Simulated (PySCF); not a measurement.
# [SiH3]− (SMILES [SiH3-]) at BCCD(T)/6-31G

Aim: the energy change on altering one bond length of [SiH3]− at BCCD(T)/6-31G, from 2 runs. Input form: a Python script.

The calculation is run with PySCF 2.14.0.

6 further runs of the same task are left out: 6 set aside as unsound or not needed.

## Step 1: The structure to begin with

[SiH3]− has 4 atoms, charge -1, and is taken as a singlet. As SMILES, `[SiH3-]`. Geometry: relaxed at PBE0-D4/def2-TZVPD.

Bond lengths: Si1–H2 1.546 Å, Si1–H3 1.546 Å, Si1–H4 1.546 Å. Angles: H2–Si1–H3 94.1°, H2–Si1–H4 94.1°, H3–Si1–H4 94.1°.

## Step 2: A single-point energy at BCCD(T)/6-31G

The input, run.py:

```python
# [SiH3-]
from pyscf import gto, cc
from pyscf.cc.bccd import bccd_kernel_

system = gto.M(
    atom=[
    ('Si', (0.539700, -0.050700, -0.300900)),
    ('H', (0.426600, 0.622300, 1.085900)),
    ('H', (-0.298500, -1.283700, 0.106800)),
    ('H', (-0.667800, 0.712200, -0.891800)),
],
    verbose=3,
    basis='6-31g',
    max_memory=1860,
    charge=-1,
    spin=0,
)

mf = system.RHF()
mf.conv_tol = 1e-10
mf.kernel()
if not mf.converged:
    mf = mf.newton().run(mf.mo_coeff, mf.mo_occ)

mycc = cc.CCSD(mf, frozen=5).run()
mycc = bccd_kernel_(mycc, diis=True)
e_t = mycc.ccsd_t()
e_tot = mycc.e_tot + e_t
print(f'total energy: {e_tot:.8f} hartree')
```

Started as:

```console
$ OMP_NUM_THREADS=1 python run.py
```

Output:

```text
converged SCF energy = -290.573545676436
E(CCSD) = -290.6534638815413  E_corr = -0.07991820510546961
BCCD loop starts.

******** <class 'pyscf.cc.ccsd.CCSD'> ********
CC2 = 0
CCSD nocc = 4, nmo = 14
frozen orbitals 5
max_cycle = 50
direct = 0
conv_tol = 1e-07
conv_tol_normt = 1e-05
diis_space = 6
diis_start_cycle = 0
diis_start_energy_diff = 1e+09
Init E_corr(CCSD) = -0.0798641536258526
cycle = 1  E_corr(CCSD) = -0.0811346093825879  dE = -0.00127045576  norm(t1,t2) = 0.0217261
cycle = 2  E_corr(CCSD) = -0.0810241272768212  dE = 0.000110482106  norm(t1,t2) = 0.00518888
cycle = 3  E_corr(CCSD) = -0.0808650450635648  dE = 0.000159082213  norm(t1,t2) = 0.00215673
cycle = 4  E_corr(CCSD) = -0.0808047322666018  dE = 6.0312797e-05  norm(t1,t2) = 0.000433482
cycle = 5  E_corr(CCSD) = -0.0807960258471773  dE = 8.70641942e-06  norm(t1,t2) = 0.000101573
cycle = 6  E_corr(CCSD) = -0.080795617352302  dE = 4.08494875e-07  norm(t1,t2) = 3.18927e-05
cycle = 7  E_corr(CCSD) = -0.0807956417247605  dE = -2.43724585e-08  norm(t1,t2) = 7.35525e-06
CCSD converged
E(CCSD) = -290.6534397454191  E_corr = -0.08079564172476054
BCC iter:    0  E:    -290.653439745419  dE:    2.414e-05  |t1|:    1.911e-03

******** <class 'pyscf.cc.ccsd.CCSD'> ********
CC2 = 0
CCSD nocc = 4, nmo = 14
frozen orbitals 5
max_cycle = 50
direct = 0
conv_tol = 1e-07
conv_tol_normt = 1e-05
diis_space = 6
diis_start_cycle = 0
diis_start_energy_diff = 1e+09
Init E_corr(CCSD) = -0.0807696444811877
cycle = 1  E_corr(CCSD) = -0.0807412261475241  dE = 2.84183337e-05  norm(t1,t2) = 0.00177651
cycle = 2  E_corr(CCSD) = -0.08074272304085  dE = -1.49689333e-06  norm(t1,t2) = 0.000273029
cycle = 3  E_corr(CCSD) = -0.0807454152691449  dE = -2.69222829e-06  norm(t1,t2) = 9.53379e-05
cycle = 4  E_corr(CCSD) = -0.0807475728267515  dE = -2.15755761e-06  norm(t1,t2) = 2.23164e-05
cycle = 5  E_corr(CCSD) = -0.0807481493496206  dE = -5.76522869e-07  norm(t1,t2) = 3.56789e-06
cycle = 6  E_corr(CCSD) = -0.0807482712209372  dE = -1.21871317e-07  norm(t1,t2) = 8.27404e-07
cycle = 7  E_corr(CCSD) = -0.0807482776095362  dE = -6.38859905e-09  norm(t1,t2) = 2.4063e-07
CCSD converged
E(CCSD) = -290.6534437601225  E_corr = -0.08074827760953625
BCC iter:    1  E:    -290.653443760122  dE:   -4.015e-06  |t1|:    2.242e-04

******** <class 'pyscf.cc.ccsd.CCSD'> ********
CC2 = 0
CCSD nocc = 4, nmo = 14
frozen orbitals 5
max_cycle = 50
direct = 0
conv_tol = 1e-07
conv_tol_normt = 1e-05
diis_space = 6
diis_start_cycle = 0
diis_start_energy_diff = 1e+09
Init E_corr(CCSD) = -0.0807499367601583
cycle = 1  E_corr(CCSD) = -0.080752675544475  dE = -2.73878432e-06  norm(t1,t2) = 0.000196694
cycle = 2  E_corr(CCSD) = -0.0807523985675316  dE = 2.76976943e-07  norm(t1,t2) = 2.72741e-05
cycle = 3  E_corr(CCSD) = -0.080752157844817  dE = 2.40722715e-07  norm(t1,t2) = 7.34813e-06
cycle = 4  E_corr(CCSD) = -0.080752000036442  dE = 1.57808375e-07  norm(t1,t2) = 1.66783e-06
cycle = 5  E_corr(CCSD) = -0.0807519471655024  dE = 5.28709396e-08  norm(t1,t2) = 3.7179e-07
CCSD converged
E(CCSD) = -290.6534433092793  E_corr = -0.08075194716550241
BCC iter:    2  E:    -290.653443309279  dE:    4.508e-07  |t1|:    6.869e-06
CCSD(T) correction = -0.00091126420582886
total energy: -290.65435457 hartree
```

It took 0.86 s on 1 thread of Arm Neoverse V2, shared host; peak memory 0.12 GiB.

## Step 3: The distorted shape

The input, input.py:

```python
from pyscf import gto, cc
from pyscf.cc.bccd import bccd_kernel_

molecule = gto.M(
    atom='''
Si   1.143471  -0.432163  -0.005440
H    1.030371   0.240837   1.381360
H    0.305271  -1.665163   0.402260
H   -0.667800   0.712200  -0.891800
''',
    max_memory=1860,
    verbose=4,
    charge=-1,
    basis='6-31g',
)

mf = molecule.RHF()
mf.conv_tol = 1e-10
mf.kernel()
if not mf.converged:
    mf = mf.newton().run(mf.mo_coeff, mf.mo_occ)

mycc = cc.CCSD(mf, frozen=5).run()
mycc = bccd_kernel_(mycc, diis=True)
e_t = mycc.ccsd_t()
e_final = mycc.e_tot + e_t
print('E(%s) = %.9f' % ('BCCD(T)', e_final))
```

Started as:

```console
$ OMP_NUM_THREADS=1 python input.py
```

Output:

```text
PySCF version 2.14.0

[INPUT] num. atoms = 4
[INPUT] num. electrons = 18
[INPUT] charge = -1
[INPUT] spin (= nelec alpha-beta = 2S) = 0
[INPUT] symmetry False subgroup None
[INPUT] Mole.unit = angstrom
[INPUT] Symbol           X                Y                Z      unit          X                Y                Z       unit  Magmom
[INPUT]  1 Si     1.143471000000  -0.432163000000  -0.005440000000 AA    2.160847021383  -0.816669711170  -0.010280110118 Bohr   0.0
[INPUT]  2 H      1.030371000000   0.240837000000   1.381360000000 AA    1.947118996694   0.455115970662   2.610392079429 Bohr   0.0
[INPUT]  3 H      0.305271000000  -1.665163000000   0.402260000000 AA    0.576878583772  -3.146702022759   0.760161230868 Bohr   0.0
[INPUT]  4 H     -0.667800000000   0.712200000000  -0.891800000000 AA   -1.261959105985   1.345862945915  -1.685257757887 Bohr   0.0

nuclear repulsion = 13.3834005371856
number of shells = 13
number of NR pGTOs = 58
number of NR cGTOs = 19
basis = 6-31g
ecp = {}

[... 37 lines left out ...]
converged SCF energy = -290.523337174641
[... 12 lines left out ...]
Init t2, MP2 energy = -290.585475048135  E_corr(MP2) -0.0621378734941638
[... 13 lines left out ...]
CCSD converged
[... 25 lines left out ...]
CCSD converged
[... 23 lines left out ...]
CCSD converged
[... 3 lines left out ...]
******** <class 'pyscf.cc.ccsd.CCSD'> ********
CC2 = 0
CCSD nocc = 4, nmo = 14
frozen orbitals 5
max_cycle = 50
direct = 0
conv_tol = 1e-07
conv_tol_normt = 1e-05
diis_space = 6
diis_start_cycle = 0
diis_start_energy_diff = 1e+09
Init E_corr(CCSD) = -0.0931732883861696
cycle = 1  E_corr(CCSD) = -0.0932150724703826  dE = -4.17840842e-05  norm(t1,t2) = 0.00110173
cycle = 2  E_corr(CCSD) = -0.0932067991484841  dE = 8.2733219e-06  norm(t1,t2) = 0.000156602
cycle = 3  E_corr(CCSD) = -0.093206417557291  dE = 3.81591193e-07  norm(t1,t2) = 7.76916e-05
cycle = 4  E_corr(CCSD) = -0.093204224232544  dE = 2.19332475e-06  norm(t1,t2) = 3.22768e-05
cycle = 5  E_corr(CCSD) = -0.0932029313902247  dE = 1.29284232e-06  norm(t1,t2) = 9.72109e-06
cycle = 6  E_corr(CCSD) = -0.0932027370977853  dE = 1.94292439e-07  norm(t1,t2) = 1.58612e-06
cycle = 7  E_corr(CCSD) = -0.0932027155835888  dE = 2.15141966e-08  norm(t1,t2) = 4.6698e-07
CCSD converged
E(CCSD) = -290.6131958228125  E_corr = -0.09320271558358875
BCC iter:    2  E:    -290.613195822813  dE:    4.084e-06  |t1|:    1.298e-05

******** <class 'pyscf.cc.ccsd.CCSD'> ********
CC2 = 0
CCSD nocc = 4, nmo = 14
frozen orbitals 5
max_cycle = 50
direct = 0
conv_tol = 1e-07
conv_tol_normt = 1e-05
diis_space = 6
diis_start_cycle = 0
diis_start_energy_diff = 1e+09
Init E_corr(CCSD) = -0.0932026166677072
cycle = 1  E_corr(CCSD) = -0.0932023972589273  dE = 2.1940878e-07  norm(t1,t2) = 1.10719e-05
cycle = 2  E_corr(CCSD) = -0.093202471686794  dE = -7.44278667e-08  norm(t1,t2) = 2.00977e-06
CCSD converged
E(CCSD) = -290.6131958588354  E_corr = -0.09320247168679402
BCC iter:    3  E:    -290.613195858835  dE:   -3.602e-08  |t1|:    7.595e-07
CCSD(T) correction = -0.00155875398371372
E(BCCD(T)) = -290.614754613
```

Run time: 0.92 s. Hardware: 1 thread of Arm Neoverse V2, shared host; peak memory 0.12 GiB.

## Step 4: Summary of results

At BCCD(T)/6-31G, 5 core orbitals frozen:

| quantity | value |
| --- | --- |
| first shape: total energy | -290.65435 Eh |
| first shape: correlation energy (5 core orbitals frozen) | -80.8 mEh |
| first shape: (T) correction | -0.91 mEh |
| distorted shape: total energy | -290.61475 Eh |
| distorted shape: correlation energy (5 core orbitals frozen) | -91.4 mEh |
| distorted shape: (T) correction | -1.56 mEh |
| energy change with the Si1–H4 bond stretched from 1.546 to 2.319 Å | 1.078 eV |

With the Si1–H4 bond stretched from 1.546 to 2.319 Å the energy rises by 1.08 eV (104 kJ/mol). The first shape isn't relaxed at this level, so the change isn't measured from a minimum. The triples (first shape) make up 1.1 % of the correlation energy. The triples (distorted shape) make up 1.7 % of the correlation energy.
